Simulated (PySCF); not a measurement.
Molfile (atoms numbered from 1):
```
C3H3FO2
     RDKit          3D

  9  8  0  0  0  0  0  0  0  0999 V2000
    1.0855   -1.2637   -0.5669 O   0  0  0  0  0  0  0  0  0  0  0  0
    0.9001   -0.1892   -0.0549 C   0  0  0  0  0  0  0  0  0  0  0  0
    1.9050    0.5973    0.3679 O   0  0  0  0  0  0  0  0  0  0  0  0
   -0.4041    0.4353    0.1929 C   0  0  0  0  0  0  0  0  0  0  0  0
   -1.4976   -0.2162   -0.1732 C   0  0  0  0  0  0  0  0  0  0  0  0
   -2.7080    0.2816    0.0127 F   0  0  0  0  0  0  0  0  0  0  0  0
    2.7244    0.1220    0.1714 H   0  0  0  0  0  0  0  0  0  0  0  0
   -0.4524    1.4079    0.6639 H   0  0  0  0  0  0  0  0  0  0  0  0
   -1.4953   -1.1916   -0.6470 H   0  0  0  0  0  0  0  0  0  0  0  0
  1  2  2  0
  2  3  1  0
  2  4  1  0
  4  5  2  0
  5  6  1  0
  3  7  1  0
  4  8  1  0
  5  9  1  0
M  END
```

Geometry: PBE0-D3(BJ)/def2-TZVP; GIAO shifts from PySCF 2.14, gas phase, non-relativistic, averaged over equivalent atoms.

At PBE0/pcSseg-2 (258 basis functions, 44 s wall time on 1 thread of an Arm Neoverse N1, shared host):
```json
{"atoms": "O1", "δ (ppm)": "385.0"}
{"atoms": "O3", "δ (ppm)": "212.5"}
{"atoms": "C5", "δ (ppm)": "182.2"}
{"atoms": "C2", "δ (ppm)": "175.5"}
{"atoms": "C4", "δ (ppm)": "111.6"}
{"atoms": "F6", "δ (ppm)": "-99.7"}
{"atoms": "H9", "δ (ppm)": "8.06"}
{"atoms": "H8", "δ (ppm)": "6.05"}
{"atoms": "H7", "δ (ppm)": "5.88"}
```

δ = σ(ref) − σ, references computed at the same level: H2O for 17O (σ = 329.54 ppm); TMS for 13C (σ = 186.03 ppm), 1H (σ = 31.52 ppm); 19F (σ = 174.31 ppm) against CFCl3.

Estimate the result of repeating the calculation with wB97X-D/pcSseg-2.

Results:


```tsv
atoms	δ at wB97X-D/pcSseg-2	change
O1	384.6	-0.4
O3	208.0	-4.5
C5	183.2	+1.0
C2	177.5	+2.0
C4	112.8	+1.2
F6	-96.6	+3.1
H9	8.06	+0.00
H8	6.04	-0.01
H7	5.92	+0.04
```

Referencing at the same level of theory: 17O (σ = 328.24 ppm) vs H2O; TMS for 13C (σ = 186.29 ppm) and 1H (σ = 31.63 ppm); 19F (σ = 184.95 ppm) against CFCl3.

The largest change is at O3 (acid hydroxyl oxygen). Cost: 258 basis functions, 52 s wall time on 1 thread of an Arm Neoverse N1, shared host. The order of the carbon signals is the same at both levels.

The C=O carbon of an acid or of an amide with N–H lies up to 10 ppm further downfield in solution, through hydrogen bonding that the calculation lacks. Unscaled 19F shifts against computed CFCl3 carry errors that often reach 10 to 50 ppm. Unscaled 17O shifts of doubly bonded oxygen tend to come out too high, by tens of ppm or more. Experimental scales use liquid or dissolved standards, which lie at an offset from isolated H2O (liquid H2O: subtract about 36 ppm).
